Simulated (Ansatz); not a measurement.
System: zinc-blende BeTe. Method: B3LYP (VWN-RPA form) (plane waves, PAW; Ansatz, a program for electronic structure).

Settings: plane-wave cutoff 460 eV, 8×8×8 k mesh, Fermi–Dirac smearing 0.01 eV, scalar-relativistic PAW data made under PBE.

Pressure at four volumes; x = ln(V/23.098 Å³). One pressure is withheld.

```csv
V (Å³/atom),x,P (GPa)
22.115,-0.0435,2.89
23.098,0.0000,0.20
23.763,0.0284,-1.31
24.343,0.0525,?
```

**Question.** Pass a parabola P(x) through the three rows shown, estimate the bulk modulus and its pressure derivative near zero pressure, and predict the withheld pressure.

**Answer.** Slopes between the rows: (0.20 − (2.89))/(0.0000 − (-0.0435)) = -61.84 and (-1.31 − (0.20))/(0.0284 − (0.0000)) = -53.17 GPa. Their difference over the span 0.0719 is c = 8.67/0.0719 = 120.6 GPa, so P(x) = 2.89 + (-61.84)(x − (-0.0435)) + 120.6 (x − (-0.0435))(x − (0.0000)). At the middle row B = −dP/dx = −[-61.84 + 120.6 × 0.0435] = 56.6 GPa, and B′ = dB/dP = 2c/B = 4.3. At x = 0.0525 the parabola gives -2.44 GPa; the run gives -2.47 GPa. The Birch–Murnaghan fit to the energies at all volumes has B0 = 55.8 GPa and B′ = 4.0.

Measured, for comparison: bulk modulus 67 GPa (room temperature, no zero-point or thermal correction; as tabulated in Elmahjoubi et al. (2023), arXiv:2303.01780). Computed (rounded) less measured: bulk modulus -17 %.

Spin–orbit coupling is not included.
